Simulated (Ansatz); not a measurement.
in.yaml

```yaml
crystal:
  periodic: [false, false, false]
  atoms:
    - {symbol: N, position_ang: [-0.767330, 0.007230, 0.007201]}
    - {symbol: C, position_ang: [0.635942, -0.005992, -0.005968]}
    - {symbol: H, position_ang: [1.018747, -1.037854, -0.004565]}
    - {symbol: H, position_ang: [1.041604, 0.508718, 0.878222]}
    - {symbol: H, position_ang: [1.024810, 0.500066, -0.902610]}
basis:
  gaussian: {orbitals: cc-pVDZ}
magnetization: {spin_polarized: true, initial_magnetization: 0}
correlation: {method: ccsdt_q, electrons: outside_noble_gas}
```

```sh
$ ansatz run in.yaml --threads 1 --pin off --events-out ev --progress --plain --max-ram 2393MiB
```

(1) Roughly how long does this take on 1 thread of Intel Xeon, shared host, and how much host memory?

```
818 factors; integrals over basis functions are off by at most 1.4e-7 eV
mean field evaluation 1: about -2553.9696 eV, gradient 1.2e1 eV
mean field evaluation 2: about -2553.9707 eV, gradient 1.2e1 eV
mean field evaluation 4: about -2555.3432 eV, gradient 1.6e0 eV
mean field evaluation 8: about -2555.3825 eV, gradient 2.7e-4 eV
mean field evaluation 16: about -2555.3867 eV, gradient 1.4e-1 eV
mean field evaluation 32: about -2557.2963 eV, gradient 4.5e-8 eV
mean field evaluation 64: about -2555.3826 eV, gradient 3.8e-4 eV
mean field evaluation 96: about -2555.3492 eV, gradient 2.4e0 eV
mean field evaluation 128: about -2557.2963 eV, gradient 2.4e-5 eV
mean field evaluation 160: about -2555.3566 eV, gradient 2.0e0 eV
...
mean field -2557.29632262 eV, -93.9789064584 hartree, gradient 1.7e-6 eV, S^2 1.009795; 13 other end points of the search recorded, 0 dependent functions left out
determinant -2557.29632262 eV, -93.9789064584 hartree, with singles and doubles -2565.09300411 eV, -94.2654292185 hartree
determinant -2555.38252438 eV, -93.9085756703 hartree, with singles and doubles -2563.64975927 eV, -94.2123909491 hartree
determinant -2555.38259249 eV, -93.9085781734 hartree, with singles and doubles -2563.64986180 eV, -94.2123947169 hartree
determinant -2555.38245609 eV, -93.9085731609 hartree, with singles and doubles -2563.64965783 eV, -94.2123872211 hartree
2 core orbitals not correlated: weight in the atoms' cores, before any rotation towards them, 1.000 or more for the frozen orbitals, at most 0.000 for the correlated occupied ones
reference -2557.29632262 eV, -93.9789064584 hartree; 6, 6 occupied and 35, 35 virtual orbitals, 818 factors
second order -6.65958193 eV of doubles, -0.00000000 eV of singles
...
cycle  14  -8.58797722 eV  change   -8.0e-3 eV  update   4.8e-4
cycle  15  -8.58634023 eV  change    1.6e-3 eV  update   1.4e-4
cycle  16  -8.58724074 eV  change   -9.0e-4 eV  update   1.1e-4
cycle  17  -8.58744822 eV  change   -2.1e-4 eV  update   5.6e-5
cycle  18  -8.58745403 eV  change   -5.8e-6 eV  update   3.0e-5
cycle  19  -8.58747928 eV  change   -2.5e-5 eV  update   1.7e-5
cycle  20  -8.58748406 eV  change   -4.8e-6 eV  update   7.8e-6
cycle  21  -8.58748413 eV  change   -7.2e-8 eV  update   4.0e-6
cycle  22  -8.58748277 eV  change    1.4e-6 eV  update   2.2e-6
cycle  23  -8.58748276 eV  change    1.7e-8 eV  update   9.6e-7
perturbative correction -0.07194961 eV, -0.0026440993 hartree
WARN: the results are in doubt because among natural orbitals full CI differs from the method by +1.776 eV
Total energy: -2565.95575498 eV, -94.2971347282 hartree
In doubt: among natural orbitals full CI differs from the method by +1.776 eV
```

The determinant's ⟨S²⟩ is 1.01 against 0.00 for a pure state.

Answers

(1) 58 s wall and 0.58 GiB.
